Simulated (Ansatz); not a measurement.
## Abstraction of F: Mg(CH3)F + CF3 → CH3Mg + CF4

Species: Mg(CH3)F, singlet; CF3 (trifluoromethyl radical) `F[C](F)F`, doublet; CH3Mg `[CH3][Mg]`, doublet; CF4 (tetrafluoromethane) `FC(F)(F)F`, singlet. A radical takes F: the energy is the difference in strength between the Mg–F bond broken and the C–F bond made.

Shapes, held fixed at every level: PBE0-D4/def2-TZVP. Programs: Ansatz 0.2.0. The zero-point and thermal change to 298 K, harmonic and unscaled (PBE0-D4/def2-TZVP), is +3.0 kJ/mol.

Estimate ΔH(298 K) of this reaction.

The highest level, CCSD(T)/def2-TZVPP, gives ΔH(298 K) = +43.8 kJ/mol; the levels span +9.9 to +53.0. The column of differences is taken from that level and isn't an error. No measured value is set beside it here. Open shells run unrestricted. Outer-core shells of Mg are correlated, in sets that cover them unevenly. Times are processor times on shared x86 and Arm servers, and rough.

```json
{"level": "HF/def2-TZVPP", "kind": "Hartree–Fock", "ΔH(298 K) (kJ/mol)": "+47.4", "less CCSD(T)/def2-TZVPP": "+3.6", "CPU time (sum over the molecules)": "–"}
{"level": "SPW92/def2-TZVPP", "kind": "LDA", "ΔH(298 K) (kJ/mol)": "+9.9", "less CCSD(T)/def2-TZVPP": "-33.9", "CPU time (sum over the molecules)": "6.9 s"}
{"level": "PBE-D4/def2-TZVPP", "kind": "GGA", "ΔH(298 K) (kJ/mol)": "+45.8", "less CCSD(T)/def2-TZVPP": "+2.0", "CPU time (sum over the molecules)": "14 s"}
{"level": "r2SCAN-D4/def2-TZVPP", "kind": "meta-GGA", "ΔH(298 K) (kJ/mol)": "+52.8", "less CCSD(T)/def2-TZVPP": "+9.0", "CPU time (sum over the molecules)": "25 s"}
{"level": "r2SCAN0-D4/def2-TZVPP", "kind": "global hybrid", "ΔH(298 K) (kJ/mol)": "+47.8", "less CCSD(T)/def2-TZVPP": "+4.0", "CPU time (sum over the molecules)": "26 s"}
{"level": "wB97X-V/def2-TZVPP", "kind": "range-separated hybrid", "ΔH(298 K) (kJ/mol)": "+53.0", "less CCSD(T)/def2-TZVPP": "+9.2", "CPU time (sum over the molecules)": "43 s"}
{"level": "CCSD/def2-SVP", "kind": "coupled cluster or CI", "ΔH(298 K) (kJ/mol)": "+40.4", "less CCSD(T)/def2-TZVPP": "-3.4", "CPU time (sum over the molecules)": "–"}
{"level": "CCSD(T)/def2-TZVPP", "kind": "coupled cluster or CI", "ΔH(298 K) (kJ/mol)": "+43.8", "less CCSD(T)/def2-TZVPP": "0.0", "CPU time (sum over the molecules)": "1.9 min"}
```
